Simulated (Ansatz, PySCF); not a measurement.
Species: C2H2O2, charge 0, singlet. C2H2O2 (SMILES C(C=O)=O).
B3LYP-D3(BJ)/def2-TZVP minimum from Ansatz (a quantum-chemistry and plane-wave program):
```xyz
6

C      0.0079     0.7617    -0.0144
C     -0.0079    -0.7617     0.0144
O      1.0376     1.3794    -0.0260
H     -0.9919     1.2360    -0.0234
O     -1.0376    -1.3794     0.0260
H      0.9919    -1.2360     0.0234
```
Charge 0, spin multiplicity 1.

Total energies in hartree (Ansatz). UHF or UKS for unpaired electrons; spin-orbit terms are left out. Cores are frozen in correlated methods. No relativity. Where a partner has so few electrons that a lower coupled-cluster level is exact, that level stands in. The restricted determinant of C2H2O2 (O=CC=O, singlet) is unstable towards broken spin symmetry in at least one set run.

```tsv
species	HF/cc-pVTZ	CCSD(T)/cc-pVTZ	HF/cc-pVQZ	CCSD(T)/cc-pVQZ	CCSD(T)/cc-pVDZ	CCSDT(Q)/cc-pVDZ
1: C2H2O2 (SMILES C(C=O)=O)	-226.67672	-227.48716	-226.69387	-227.55613	-227.26591	-227.26897
2: C (triplet)	-37.69157	-37.78076	-37.69331	-37.78654	-37.76038	-37.76071
3: O (triplet)	-74.81176	-74.97396	-74.81729	-74.99357	-74.90995	-74.91013
4: H (doublet)	-0.49981	-0.49981	-0.49995	-0.49995	-0.49928	-0.49928
```

**Question.** Work out the enthalpy of formation at 298 K (by atomisation, with rigid-rotor harmonic-oscillator terms from PySCF's Hessian at B3LYP-D3(BJ)/def2-TZVP and the atoms' measured values of the G2/97 table; no spin-orbit terms) in kcal/mol: take Hartree-Fock from cc-pVQZ, extrapolate the CCSD(T) correlation energy as X^-3 (X = 3, 4), and add CCSDT(Q) - CCSD(T) in cc-pVDZ. The further terms named in the bracket sum to +0.92902 hartree. 1 hartree = 627.51 kcal/mol.

**Answer.** 
Species 1: correlation (64·(-0.86226) - 27·(-0.81044))/37 = -0.90007; step -0.00306; E1 = -226.69387 + (-0.90007) + (-0.00306) = -227.59700
Species 2: correlation (64·(-0.09323) - 27·(-0.08919))/37 = -0.09618; step -0.00033; E2 = -37.69331 + (-0.09618) + (-0.00033) = -37.78982
Species 3: correlation (64·(-0.17628) - 27·(-0.16220))/37 = -0.18655; step -0.00018; E3 = -74.81729 + (-0.18655) + (-0.00018) = -75.00402
Species 4: correlation (64·(0.00000) - 27·(0.00000))/37 = 0.00000; step +0.00000; E4 = -0.49995 + (0.00000) + (+0.00000) = -0.49995
+1·E1 -2·E2 -2·E3 -2·E4 +0.92902 = -0.08040 hartree = -50.5 kcal/mol. Measured: -50.8 kcal/mol, -212.4 kJ/mol (Active Thermochemical Tables 1.112 (ions: stationary electron), as tabulated in the package chemicals); atomic spin-orbit terms, which the calculations lack, would raise the computed values. The composite differs from it by +0.3 kcal/mol; core, relativistic and spin-orbit terms are not in it.
